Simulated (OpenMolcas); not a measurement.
**One shape, several levels: doublet [NO]2+**

Wanted: a comparison of 6 runs (UB3LYP/STO-3G, UM06-2X/STO-3G, UPBE0/STO-3G, USVWN5/STO-3G, ROMP2/STO-3G, ROCCSD(T)/STO-3G) of doublet [NO]2+. 

The calculation is run with OpenMolcas 26.06.

### 1 The structure to begin with

[NO]2+ has 2 atoms, charge +2, and is taken as a doublet. SMILES of the parent species: `N#[O+]`. The bond length is the one measured for the parent species. That shape belongs to the parent species and isn't relaxed for this state.

Bond lengths: N1–O2 1.063 Å.

### 2 A single-point energy at UB3LYP/STO-3G (run 1)

calc.inp

```
* NO Kohn-Sham DFT
&GATEWAY
BasLib
$CurrDir
Coord
2
angstrom
N        0.000000       0.000000       0.000000
O        0.000000       0.000000       1.063220
Basis
STO-3G
Group
NoSym
&SEWARD
GridInput
Grid=UltraFine
End of Grid
&SCF
UHF
Charge
2
Spin
2
KSDFT
B3LYP
Thresholds
1e-10 1e-07 1e-07 1e-05
PrOrbitals
1 1
```

The basis set STO-3G is read from a file made from the Basis Set Exchange's data (not shown).

Started as:

```bash
$ export MOLCAS_MEM=1860
$ pymolcas calc.inp > calc.log
```

The program printed:

```text
--- Start Module: gateway ---
[...]
--- Stop Module: gateway /rc=_RC_ALL_IS_WELL_ ---
--- Start Module: seward ---
[...]
      Basis functions           10
--- Stop Module: seward /rc=_RC_ALL_IS_WELL_ ---
--- Start Module: scf ---
[...]
       Convergence after  18 Iterations
[...]
::    Total KS-DFT energy                            -126.6159349981
[...]
      Total spin, S                                     0.5060114801
[...]
      Total electronic charge=   13.000000
      Total            charge=    2.000000
[...]
      Dipole Moment (debye):
      Origin of the operator (angstrom)=    0.0000    0.0000    0.5669
                   X=  4.1196E-17               Y= -7.5875E-16               Z= -1.7262E+00           Total=  1.7262E+00
      Center of Charge (angstrom)
[...]
--- Stop Module: scf /rc=_RC_ALL_IS_WELL_ ---
[...]
```

It took 3.9 s on 1 thread of Arm Neoverse V2, shared host; peak memory 0.37 GiB.

### 3 A single-point energy at UM06-2X/STO-3G (run 2)

calc.input

```
* NO Kohn-Sham DFT

&GATEWAY
  BasLib
  $CurrDir
  Coord
  2
  angstrom
  N        0.000000       0.000000       0.000000
  O        0.000000       0.000000       1.063220
  Basis
  STO-3G
  Group
  NoSym

&SEWARD
  GridInput
  Grid=UltraFine
  End of Grid

&SCF
  UHF
  Charge
  2
  Spin
  2
  KSDFT
  M062X
  Thresholds
  1e-10 1e-07 1e-07 1e-05
  PrOrbitals
  1 1
```

The basis set STO-3G is read from a file made from the Basis Set Exchange's data (not shown).

Started as:

```bash
$ export MOLCAS_MEM=1860
$ pymolcas calc.input > calc.log
```

The program printed:

```text
--- Start Module: gateway ---
[...]
--- Stop Module: gateway /rc=_RC_ALL_IS_WELL_ ---
--- Start Module: seward ---
[...]
      Basis functions           10
--- Stop Module: seward /rc=_RC_ALL_IS_WELL_ ---
--- Start Module: scf ---
[...]
       Convergence after  19 Iterations
[...]
::    Total KS-DFT energy                            -126.6282479989
[...]
      Total spin, S                                     0.5122156402
[...]
      Total electronic charge=   13.000000
      Total            charge=    2.000000
[...]
      Dipole Moment (debye):
      Origin of the operator (angstrom)=    0.0000    0.0000    0.5669
                   X=  4.1070E-17               Y= -7.1542E-16               Z= -2.0196E+00           Total=  2.0196E+00
      Center of Charge (angstrom)
[...]
--- Stop Module: scf /rc=_RC_ALL_IS_WELL_ ---
[...]
```

Run time: 4.5 s. Hardware: 1 thread of Arm Neoverse V2, shared host; peak memory 0.37 GiB.

### 4 A single-point energy at UPBE0/STO-3G (run 3)

calc.inp: that of step 2 with these lines changed.

```diff
@@ -1,2 +1,3 @@
 * NO Kohn-Sham DFT
+>>> EXPORT MOLCAS_PRINT=2
 &GATEWAY
@@ -24,3 +25,3 @@
 KSDFT
-B3LYP
+PBE0
 Thresholds
```

The basis set STO-3G is read from a file made from the Basis Set Exchange's data (not shown).

Started as:

```bash
$ export MOLCAS_MEM=1860
$ pymolcas calc.inp > calc.log
```

The program printed:

```text
--- Start Module: gateway ---
[...]
--- Stop Module: gateway /rc=_RC_ALL_IS_WELL_ ---
--- Start Module: seward ---
[...]
      Basis functions           10
--- Stop Module: seward /rc=_RC_ALL_IS_WELL_ ---
--- Start Module: scf ---
[...]
       Convergence after  19 Iterations
[...]
::    Total KS-DFT energy                            -126.5136606456
[...]
      Total spin, S                                     0.5096015538
[...]
      Total electronic charge=   13.000000
      Total            charge=    2.000000
[...]
      Dipole Moment (debye):
      Origin of the operator (angstrom)=    0.0000    0.0000    0.5669
                   X=  6.7470E-17               Y= -2.2995E-16               Z= -1.8064E+00           Total=  1.8064E+00
      Center of Charge (angstrom)
[...]
--- Stop Module: scf /rc=_RC_ALL_IS_WELL_ ---
[...]
```

Wall time 3.6 s (1 thread of Arm Neoverse V2, shared host); peak memory 0.37 GiB.

Runs 4 to 5 aren't shown in full; the table further down has their settings and results.

### 5 The energy at ROCCSD(T)/STO-3G (run 6)

calc.inp

```
* NO CCSD(T)
&GATEWAY
BasLib = $CurrDir
Coord
2
angstrom
N        0.000000       0.000000       0.000000
O        0.000000       0.000000       1.063220
Basis = STO-3G
Group = NoSym
&SEWARD
&SCF
UHF
Charge = 2
Spin = 2
Thresholds = 1e-10 1e-07 1e-07 1e-05
PrOrbitals = 1 1
&RASSCF
FileOrb = $Project.UnaOrb
Spin = 2
Nactel = 1 0 0
Inactive = 6
Ras2 = 1
OutOrbitals = Canonical
OrbListing = Nothing
&MOTRA
JobIph
Frozen = 2
&CCSDT
CCT
Triples = 3
Iterations = 80
Accuracy = 1e-08
Extrapolation = 5 4
```

The basis set STO-3G is read from a file made from the Basis Set Exchange's data (not shown).

Started as:

```bash
$ export MOLCAS_MEM=1860
$ pymolcas calc.inp > calc.log
```

The program printed:

```text
--- Start Module: gateway ---
[...]
--- Stop Module: gateway /rc=_RC_ALL_IS_WELL_ ---
[...]
      Basis functions           10
[...]
       Convergence after  27 Iterations
[...]
::    Total SCF energy                               -126.1185755336
[...]
      Total spin, S                                     0.7707197107
[...]
      Number of active orbitals                  1
[...]
      Spin quantum number                      0.5
[...]
      Active orbitals                            1
[...]
      Number of CSFs                             1
[...]
      Number of root(s) required                 1
[...]
      Convergence after  9 iterations
[...]
      printout of CI-coefficients larger than  0.05 for root  1
      energy=    -126.083631
      conf/sym  1     Coeff  Weight
             1  u   1.00000 1.00000
      Natural orbitals and occupation numbers for root  1
      sym 1:   1.000000
      ************************************************************************************************************************
      *                                                    Final results                                                     *
[...]
::    RASSCF root number  1 Total energy:   -126.08363084
[...]
      Total electronic charge=   13.000000
      Total            charge=    2.000000
[...]
      Dipole Moment (debye):
      Origin of the operator (angstrom)=    0.0000    0.0000    0.5669
                   X= -1.1699E-16               Y=  7.7635E-17               Z= -2.3630E+00           Total=  2.3630E+00
      Center of Charge (angstrom)
[...]
--- Start Module: motra ---
[...]
      *** WARNING: Default frozen orbitals is overwritten by user input.
      *** Default values:   2
[...]
--- Stop Module: motra /rc=_RC_ALL_IS_WELL_ ---
--- Start Module: ccsdt ---
[...]
      Convergence after                    20  Iterations
      Total energy (diff) :    -126.28460026      -0.00000001
[...]
 METHOD                       : CCSD+T(CCSD)+<T3(1)WT1>+<T3(1)UT2> = CCSD(T)
[...]
       CCSD     =      -126.2846002631402
[...]
--- Stop Module: ccsdt /rc=_RC_ALL_IS_WELL_ ---
[...]
```

Wall time 2.3 s (1 thread of Arm Neoverse V2, shared host); peak memory 0.37 GiB.

### 6 The series

```tsv
run	level	integration grid	frozen core orbitals	energy (Eh)	HOMO energy (eV)	LUMO energy (eV)	⟨S²⟩	wall time
1	UB3LYP/STO-3G	UltraFine	–	-126.615935	-41.75	-36.17	0.762	3.9 s
2	UM06-2X/STO-3G	UltraFine	–	-126.628248	-43.65	-33.49	0.775	4.5 s
3	UPBE0/STO-3G	UltraFine	–	-126.513661	-42.14	-35.55	0.769	3.6 s
4	USVWN5/STO-3G	UltraFine	–	-125.657201	-39.76	-37.43	0.755	2.7 s
5	ROMP2/STO-3G	–	2	-126.287604	–	–	–	2.3 s
6	ROCCSD(T)/STO-3G	–	2	-126.288254	–	–	–	2.3 s
```

### 7 What came out

| quantity | value |
| --- | --- |
| run 6: total energy | -126.28825 Eh |
| run 6: (T) correction | -3.65 mEh |

In words: Totals of different functionals can't be ranked against each other. In runs 1, 2, 3, 4, 5, 6 the basis is minimal, so the values are rough. All runs together took 19 s, the longest 4.5 s.
